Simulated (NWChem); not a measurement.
# One shape, several levels: triplet CS

We compute a comparison of 6 runs (UHF/STO-3G, UB3LYP/6-31G*, U-wB97X/cc-pVTZ, UB3LYP/cc-pVTZ, UM06-2X/cc-pVTZ, UMP3/cc-pVTZ) of triplet CS. 

The results are computed with NWChem 7.3.0.

1 further run of the same task is left out (set aside as unsound or not needed).

### Step 1. The structure to begin with

The species is CS (2 atoms), meant as a triplet with charge 0. As SMILES of the parent species, `[C-]#[S+]`. The bond length is the one measured for the parent species. That shape belongs to the parent species and isn't relaxed for this state.

Bond lengths: C1–S2 1.535 Å.

### Step 2. The energy at UHF/STO-3G (run 1)

File mymol.nw:

```
start mymol
title "carbon monosulfide"
memory total 2200 mb

geometry noautosym nocenter noautoz
C        0.000000       0.000000       0.000000
S        0.000000       0.000000       1.534941
end

basis spherical bse
* library STO-3G
end

scf
triplet
uhf
thresh 1e-08
maxiter 80
noprint "final vectors analysis"
end

task scf energy
```

The run is started by

```sh
$ nwchem mymol.nw > mymol.out
```

Output:

```text
[...]
  functions       =    14
[...]
  wavefunction    = UHF
[...]
         Total SCF energy =   -430.401116700905
      One electron energy =   -663.486326839122
      Two electron energy =    199.988813661758
 Nuclear repulsion energy =     33.096396476458
                       Sz =      1.0000
                 Sz(Sz+1) =      2.0000
                      S^2 =      2.5042
[...]
```

Wall time 1 s (1 thread of Intel Xeon Platinum 8259CL at 2.50GHz (Skylake/Cascade Lake), shared host); peak memory 0.099 GiB.

### Step 3. A single-point energy at UB3LYP/6-31G(d) (spherical functions) (run 2)

File cs.nw:

```
start cs
title "CS energy"
memory 2200 mb
charge 0

geometry noautosym nocenter noautoz
   C     0.000000    0.000000    0.000000
   S     0.000000    0.000000    1.534941
end

basis spherical bse
   C library 6-31G*
   S library 6-31G*
end

dft
   xc b3lyp
   mult 3
   grid xfine
   convergence energy 1e-08
   maxiter 100
   mulliken
end

task dft energy
```

The run is started by

```sh
$ nwchem cs.nw > cs.out
```

Output:

```text
[...]
          Wavefunction type:  spin polarized.
          No. of atoms     :     2
          No. of electrons :    22
[...]
          Charge           :     0
          Spin multiplicity:     3
[...]
          AO basis - number of functions:    32
[...]
              XC Information
              --------------
                         B3LYP Method XC Potential
                     Hartree-Fock (Exact) Exchange  0.200
                        Slater Exchange Functional  0.800 local
                    Becke 1988 Exchange Functional  0.720 non-local
              Lee-Yang-Parr Correlation Functional  0.810
                  VWN I RPA Correlation Functional  0.190 local
[...]
 d= 0,ls=0.0,diis     1   -436.0328088907 -4.69D+02  1.65D-02  8.91D-02     0.7
[...]
 d= 0,ls=0.0,diis    12   -436.0815609996 -5.61D-10  4.72D-07  1.51D-10     6.2
[...]
         Total DFT energy =     -436.081560999591
      One electron energy =     -665.929345985772
           Coulomb energy =      227.794427633102
    Exchange-Corr. energy =      -31.043039123380
 Nuclear repulsion energy =       33.096396476458
[...]
      Total Density - Mulliken Population Analysis
     ---------------------------------------------
    Atom       Charge   Shell Charges
 -----------   ------   -------------------------------------------------------
    1 C    6     6.08   2.00  0.74  1.71  0.70  0.91  0.02
    2 S   16    15.92   2.00  2.00  5.97  1.40  2.91  0.49  1.08  0.08
[...]
      <S2> =      2.0208 (Exact =     2.0000)
[...]
```

It took 6.9 s on 1 thread of Intel Xeon Platinum 8259CL at 2.50GHz (Skylake/Cascade Lake), shared host; peak memory 0.11 GiB.

Runs 3 to 4 aren't shown in full; the table further down has their settings and results.

### Step 4. A single-point energy at UM06-2X/cc-pVTZ (run 5)

File cs.nw:

```
start cs
title "carbon monosulfide"
memory 2200 mb

geometry units angstroms noautosym nocenter noautoz
  C        0.000000       0.000000       0.000000
  S        0.000000       0.000000       1.534941
end

basis "ao basis" spherical bse
  * library cc-pVTZ
end

dft
  xc m06-2x
  mult 3
  grid xfine
  convergence energy 1e-08
  maxiter 100
  mulliken
end

task dft energy
```

The run is started by

```sh
$ nwchem cs.nw > cs.out
```

Output:

```text
[...]
          Wavefunction type:  spin polarized.
          No. of atoms     :     2
          No. of electrons :    22
[...]
          Charge           :     0
          Spin multiplicity:     3
[...]
          AO basis - number of functions:    64
[...]
              XC Information
              --------------
                       M06-2X Method XC Functional
                     Hartree-Fock (Exact) Exchange  0.540
                        M06-2X Exchange Functional  1.000
                      M06-2X Correlation Potential  1.000
[...]
 d= 0,ls=0.0,diis     1   -436.0377755153 -4.69D+02  5.94D-03  1.09D-01     3.7
[...]
 d= 0,ls=0.0,diis    14   -436.0877961266 -4.54D-10  7.49D-08  8.75D-12    37.7
[...]
         Total DFT energy =     -436.087796126615
      One electron energy =     -665.929254201276
           Coulomb energy =      227.724545750258
    Exchange-Corr. energy =      -30.979484152055
 Nuclear repulsion energy =       33.096396476458
[...]
      Total Density - Mulliken Population Analysis
     ---------------------------------------------
    Atom       Charge   Shell Charges
 -----------   ------   -------------------------------------------------------
    1 C    6     6.10   1.95  0.20  0.84  0.42  0.74  1.28  0.59  0.01  0.04  0.00
    2 S   16    15.90   2.00  1.84  0.23  1.17  0.60  5.81  0.86  2.21  1.03  0.05  0.08  0.01
[...]
      <S2> =      2.0381 (Exact =     2.0000)
[...]
```

Run time: 38 s. Hardware: 1 thread of Intel Xeon Platinum 8259CL at 2.50GHz (Skylake/Cascade Lake), shared host; peak memory 0.11 GiB.

### Step 5. The energy at UMP3/cc-pVTZ (run 6)

File cs.nw:

```
START cs
TITLE "CS"
memory total 2200 mb
GEOMETRY noautosym nocenter noautoz
 C        0.000000       0.000000       0.000000
 S        0.000000       0.000000       1.534941
END
BASIS spherical bse
 * library cc-pVTZ
END
SCF
 triplet
 uhf
 thresh 1e-08
 maxiter 80
 print low
END
TCE
 scf
 mbpt3
 freeze core 6
 maxiter 60
END
TASK tce energy
```

The run is started by

```sh
$ nwchem cs.nw > cs.out
```

Output:

```text
[...]
  functions       =    64
[...]
  wavefunction    = UHF
[...]
         Total SCF energy =   -435.269827357696
      One electron energy =   -665.776953012695
      Two electron energy =    197.410729178540
 Nuclear repulsion energy =     33.096396476458
                       Sz =      1.0000
                 Sz(Sz+1) =      2.0000
                      S^2 =      2.3761
[...]
         Wavefunction type : Unrestricted Hartree-Fock
          No. of electrons :    22
[...]
         Spin multiplicity : triplet
[...]
```

Wall time 87 s (1 thread of Intel Xeon Platinum 8259CL at 2.50GHz (Skylake/Cascade Lake), shared host); peak memory 0.52 GiB.

### Step 6. The series

```
run                                level  iteration cap  module  energy (Eh)  dipole moment (D)   ⟨S²⟩  wall time
  1                           UHF/STO-3G             80     scf  -430.401117               0.47  2.504        1 s
  2  UB3LYP/6-31G* (spherical functions)            100     dft  -436.081561               0.17  2.021      6.9 s
  3                      U-wB97X/cc-pVTZ            100     dft  -436.098754               0.13  2.046       57 s
  4                       UB3LYP/cc-pVTZ            100     dft  -436.136580               0.03  2.022       28 s
  5                      UM06-2X/cc-pVTZ            100     dft  -436.087796               0.11  2.038       38 s
  6                         UMP3/cc-pVTZ             80     tce  -435.531802                  –  2.376       87 s
```

### Step 7. What came out

```
                                          quantity          value
                               run 6: total energy  -435.53180 Eh
run 6: correlation energy (6 core orbitals frozen)     -262.0 mEh
          run 6: ⟨S²⟩ of the reference determinant          2.376
```

Over runs 1, 2, 3, 4, 5 the dipole moment (its size) runs from 0.03 D (UB3LYP/cc-pVTZ) to 0.47 D (UHF/STO-3G). The two ends differ in method and basis. The two dipoles point in opposite directions. Totals of different functionals can't be ranked against each other. In run 1 the basis is minimal, so the values are rough. Spin contamination of the reference: run 1 ⟨S²⟩ = 2.50, run 6 ⟨S²⟩ = 2.38. All runs together took 3.6 min, the longest 87 s.
